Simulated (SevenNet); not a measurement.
**1T (CdI2-type) HfS2**

Calculation: the machine-learned potential SevenNet-l3i5 (trained on PBE and PBE+U data).

Cell (relaxed at this level):

Space group P-3m1 (No. 164); a = b = 3.6503 Å, c = 6.6701 Å, α = β = 90.00°, γ = 120.00°

```
atom  site  symmetry       x       y       z
----  ----  --------  ------  ------  ------
Hf      1a      -3m.  0.0000  0.0000  0.0000
S       2d       3m.  0.3333  0.6667  0.2158
```

```json
{
  "lattice_constant_a": "3.650 Å",
  "c axis length": "6.670 Å"
}
```

Measured, for comparison: lattice constant a 3.635 Å (temperature not stated, not corrected to a static lattice; as tabulated in Björkman (2014), arXiv:1406.2436); lattice parameter c 5.83 Å (temperature not stated, zero-point anharmonic expansion removed (computed with revB86b-DF2); no thermal correction; as tabulated in Björkman (2014), arXiv:1406.2436). Computed (rounded) less measured: lattice constant a +0.4 %, lattice parameter c +14.4 %.

A machine-learned potential is trained on density-functional data: it inherits that level's misses and adds fitting errors of its own.

Note: elastic tensor is not positive definite: mechanically unstable at this level; the model's c/a of 1.83 is far from the 1.61 of the starting cell; this model's volume lies 15 % above that of the starting cell (a measured, published or database cell).
